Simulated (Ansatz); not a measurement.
A first try at a composite energy at a relaxed geometry of BH2OS, SMILES O[B]S, using the Python package of Ansatz (0.2.0).

`bh2os.xyz`
```text
5

O    -1.22880    0.06240   -0.69290
B    -0.50270    0.50470    0.46260
S     1.32200    0.79280    0.29390
H    -1.17960   -0.87200   -0.69560
H     1.63900   -0.56150    0.59070
```

`composite_bh2os.py`
```python
import itertools

import ansatz
from ase.data import atomic_numbers, covalent_radii
import numpy as np

config = {
    "basis": "def2-SVP",
    "functional": "b3lyp",
    "net_charge": -1,
}


def main() -> None:
    bh2os = ansatz.Crystal.molecule_from_extxyz("bh2os.xyz")

    job = (
        bh2os.calculation()
        .basis(gaussian=config["basis"])
        .functional(config["functional"])
        .spin("collinear", total=1)
        .charge(config["net_charge"])
    )
    symbols = [site.symbol for site in bh2os.cartesian_sites]
    start = np.array([site.position_ang for site in bh2os.cartesian_sites], dtype=float)
    report = job.relax(force_tolerance=0.01, max_steps=30).run(threads=1).report
    end = np.array(report["positions_ang"])
    radius = [covalent_radii[atomic_numbers[s]] for s in symbols]
    span = lambda where, i, j: np.linalg.norm(where[i] - where[j])
    bonded = [(i, j) for i, j in itertools.combinations(range(len(symbols)), 2) if min(span(start, i, j), span(end, i, j)) < 1.2 * (radius[i] + radius[j])]
    print("pair        before    after (A)")
    for i, j in bonded:
        print(f"{symbols[i]}{i}-{symbols[j]}{j}".ljust(10), f"{span(start, i, j):8.4f} {span(end, i, j):8.4f}")

    minimum = ansatz.Crystal.molecule()
    for symbol, place in zip(symbols, end):
        minimum = minimum.atom(symbol, place.tolist())
    at_minimum = minimum.calculation().spin("collinear", total=1).charge(config["net_charge"])
    level = lambda method, basis: at_minimum.basis(gaussian=basis).correlation(method).run(threads=1).report
    small, large, cluster = level("mp2", "cc-pVDZ"), level("mp2", "cc-pVTZ"), level("ccsd_t", "cc-pVDZ")
    corr = lambda each: (each["free_energy_ev"] - each["reference_energy_ev"]) / 27.211386246
    mp2_limit = (27 * corr(large) - 8 * corr(small)) / 19
    pieces = {"HF / cc-pVTZ": large["reference_energy_ev"] / 27.211386246, "MP2 correlation, DZ-TZ limit": mp2_limit, "CCSD(T) - MP2 / cc-pVDZ": corr(cluster) - corr(small)}
    for name, value in pieces.items():
        print(f"{name:32s} {value:14.6f} Ha")
    print(f"{'sum':32s} {sum(pieces.values()):14.6f} Ha")
    print("T1 diagnostic", round(cluster["correlation"]["coupled_cluster"]["t1_diagnostic"], 4))


if __name__ == "__main__":
    main()
```

```console
$ python composite_bh2os.py
Traceback (most recent call last):
  File "composite_bh2os.py", line 51, in <module>
    main()
    ~~~~^^
  File "composite_bh2os.py", line 26, in main
    report = job.relax(force_tolerance=0.01, max_steps=30).run(threads=1).report
             ~~~~~~~~~~~~~~~~~~~~~~~~~~~~~~~~~~~~~~~~~~~~~~~~~^^^^^^^^^^^
  ...
ansatz.GaussianBasisError: a molecule whose nuclei and cores have a total charge of 31 cannot have a net charge of -1 together with 1 unpaired electrons
$ echo $?
1
```
(Library frames cut from the traceback.)

What is wrong, and how is it mended?

The fault: the net charge is wrong for this system. The cap on steps that the faulty run carried goes too. Mended:

Script `composite_bh2os.py`:
```python
import itertools

import ansatz
from ase.data import atomic_numbers, covalent_radii
import numpy as np

config = {
    "basis": "def2-SVP",
    "functional": "b3lyp",
}


def main() -> None:
    bh2os = ansatz.Crystal.molecule_from_extxyz("bh2os.xyz")

    job = (
        bh2os.calculation()
        .basis(gaussian=config["basis"])
        .functional(config["functional"])
        .spin("collinear", total=1)
    )
    symbols = [site.symbol for site in bh2os.cartesian_sites]
    start = np.array([site.position_ang for site in bh2os.cartesian_sites], dtype=float)
    report = job.relax(force_tolerance=0.01).run(threads=1).report
    end = np.array(report["positions_ang"])
    radius = [covalent_radii[atomic_numbers[s]] for s in symbols]
    span = lambda where, i, j: np.linalg.norm(where[i] - where[j])
    bonded = [(i, j) for i, j in itertools.combinations(range(len(symbols)), 2) if min(span(start, i, j), span(end, i, j)) < 1.2 * (radius[i] + radius[j])]
    print("pair        before    after (A)")
    for i, j in bonded:
        print(f"{symbols[i]}{i}-{symbols[j]}{j}".ljust(10), f"{span(start, i, j):8.4f} {span(end, i, j):8.4f}")

    minimum = ansatz.Crystal.molecule()
    for symbol, place in zip(symbols, end):
        minimum = minimum.atom(symbol, place.tolist())
    at_minimum = minimum.calculation().spin("collinear", total=1)
    level = lambda method, basis: at_minimum.basis(gaussian=basis).correlation(method).run(threads=1).report
    small, large, cluster = level("mp2", "cc-pVDZ"), level("mp2", "cc-pVTZ"), level("ccsd_t", "cc-pVDZ")
    corr = lambda each: (each["free_energy_ev"] - each["reference_energy_ev"]) / 27.211386246
    mp2_limit = (27 * corr(large) - 8 * corr(small)) / 19
    pieces = {"HF / cc-pVTZ": large["reference_energy_ev"] / 27.211386246, "MP2 correlation, DZ-TZ limit": mp2_limit, "CCSD(T) - MP2 / cc-pVDZ": corr(cluster) - corr(small)}
    for name, value in pieces.items():
        print(f"{name:32s} {value:14.6f} Ha")
    print(f"{'sum':32s} {sum(pieces.values()):14.6f} Ha")
    print("T1 diagnostic", round(cluster["correlation"]["coupled_cluster"]["t1_diagnostic"], 4))


if __name__ == "__main__":
    main()
```

The mended script runs so:

Output of `python composite_bh2os.py`:
```text
pair        before    after (A)
O0-B1        1.4346   1.3337
O0-H3        0.9357   0.9727
B1-S2        1.8550   1.7952
S2-H4        1.4222   1.3692
HF / cc-pVTZ                        -498.317115 Ha
MP2 correlation, DZ-TZ limit          -0.536562 Ha
CCSD(T) - MP2 / cc-pVDZ               -0.038800 Ha
sum                                 -498.892477 Ha
T1 diagnostic 0.0163
```

Total energies depend on the basis set; only differences at equal settings carry meaning. The sum leaves out core correlation, relativity, the Hartree-Fock basis error and zero-point energy; a DZ-TZ extrapolation is rough. The run takes the species as open-shell (spin multiplicity 2), which needn't be its ground state. b3lyp holds the VWN-RPA fit, as in Gaussian; the form of ORCA and Turbomole is b3lyp5. Inner cores stay frozen, so this is valence correlation. For Al to Cl the sets with a tight d function, cc-pV(X+d)Z, are usual. Hardware and time: 29 s on 1 thread of Arm Neoverse V2, with other jobs on the host, peak memory 0.28 GiB.
